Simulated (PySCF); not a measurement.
Species: C₃H₉P.
Numbering: `[CH3:1][P:2]([CH3:3])[CH3:4]` (hydrogens: H5, H6, H7 on C1; H8, H9, H10 on C3; H11, H12, H13 on C4)

A GFN2-xTB structure was refined with PBE0-D3(BJ)/def2-SVP geometry optimisation, gas phase in PySCF 2.14.0. Its GFN2-xTB values:

```tsv
coordinate	GFN2-xTB
C1–P2	1.829 Å
C1–H5	1.100 Å
C4–H13	1.149 Å
C1–P2–C3	97.0°
P2–C1–H5	112.8°
P2–C1–H6	111.3°
H5–C1–H6	109.6°
H6–C1–H7	106.1°
```

Q: How do these coordinates change at the PBE0-D3(BJ)/def2-SVP level?

A: 
```csv
coordinate,PBE0-D3(BJ)/def2-SVP (Å or °),change
C4–H13,1.101,-0.048
C1–P2,1.850,+0.021
C1–H5,1.103,+0.003
C1–P2–C3,99.3,+2.3
P2–C1–H6,109.5,-1.8
H6–C1–H7,107.5,+1.4
H5–C1–H6,108.8,-0.8
P2–C1–H5,112.6,-0.2
```

The energy falls by 0.112 eV over 8 energy and gradient evaluations, the largest force component goes from 0.0459 to 1.5e-04 Eh/bohr, and the atoms move by 0.041 Å rms after alignment. The bond that changes most is C4–H13 (sp3 carbon bound to phosphorus to methyl hydrogen), which shortens by 0.048 Å. Bonds longer at the end by more than 0.005 Å: 8 of 12; shorter: 2. Rotational constants go from 5902, 5851, 3856 to 5764, 5759, 3700 MHz.

The run used 105 basis functions and 44 SCF cycles in all. The run took 21 s wall on an Arm Neoverse V2 with one thread, on a shared host, and the process peaked at 0.44 GiB of memory.

PBE0-D3(BJ)/def2-SVP frequencies: not computed here.
